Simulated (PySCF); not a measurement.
cyclobutane (C₄H₈), SMILES C1CCC1. Atoms are numbered in the order given.

```xyz
12

C      0.7599     0.7599     0.1286
C      0.7599    -0.7599    -0.1286
C     -0.7599    -0.7599     0.1286
C     -0.7599     0.7599    -0.1286
H      0.9900     0.9900     1.1808
H      1.3945     1.3945    -0.5089
H      0.9900    -0.9900    -1.1808
H      1.3945    -1.3945     0.5089
H     -1.3945    -1.3945    -0.5089
H     -0.9900    -0.9900     1.1808
H     -0.9900     0.9900    -1.1808
H     -1.3945     1.3945     0.5089
```

Geometry optimised at PBE0-D3(BJ)/def2-SVP.

Computed with TDA-PBE/def2-SVPD (PySCF).

Vertical excitations; the highest root listed may be one member of a degenerate set. The molecule is in vacuum. State labels are in the subgroup D2.

Computed excitation energies, oscillator strengths and character:
| state | symmetry | energy (eV) | λ (nm) | f | main pairs |
|---|---|---|---|---|---|
| S1 | B3 | 7.55 | 164 | 0.037 | HOMO→LUMO (degenerate set) |
| S2 | B2 | 7.55 | 164 | 0.037 | HOMO−1→LUMO (degenerate set) |
| S3 | A | 7.58 | 164 | 0.000 | HOMO−2→LUMO 100 % |
| S4 | B1 | 8.08 | 153 | 0.000 | HOMO→LUMO+1 50 %, HOMO−1→LUMO+2 50 % |
| S5 | A | 8.12 | 153 | 0.000 | HOMO−1→LUMO+1 50 %, HOMO→LUMO+2 50 % |
| S6 | B1 | 8.13 | 153 | 0.000 | HOMO−1→LUMO+2 49 %, HOMO→LUMO+1 49 % |
| S7 | B3 | 8.15 | 152 | 0.000 | HOMO−2→LUMO+2 (degenerate set) |
| S8 | B2 | 8.15 | 152 | 0.000 | HOMO−2→LUMO+1 (degenerate set) |
| S9 | A | 8.24 | 150 | 0.000 | HOMO→LUMO+2 49 %, HOMO−1→LUMO+1 49 % |
| S10 | B3 | 8.27 | 150 | 0.001 | HOMO−1→LUMO+3 88 % |
| T1 | B3 | 7.37 | 168 | 0 | HOMO→LUMO (degenerate set) |
| T2 | B2 | 7.37 | 168 | 0 | HOMO−1→LUMO (degenerate set) |
| T3 | A | 7.38 | 168 | 0 | HOMO−2→LUMO 99 % |
| T4 | B1 | 7.89 | 157 | 0 | HOMO→LUMO+1 38 %, HOMO−1→LUMO+2 38 %, HOMO−2→LUMO+3 23 % |
Triplets are in the Tamm–Dancoff approximation.
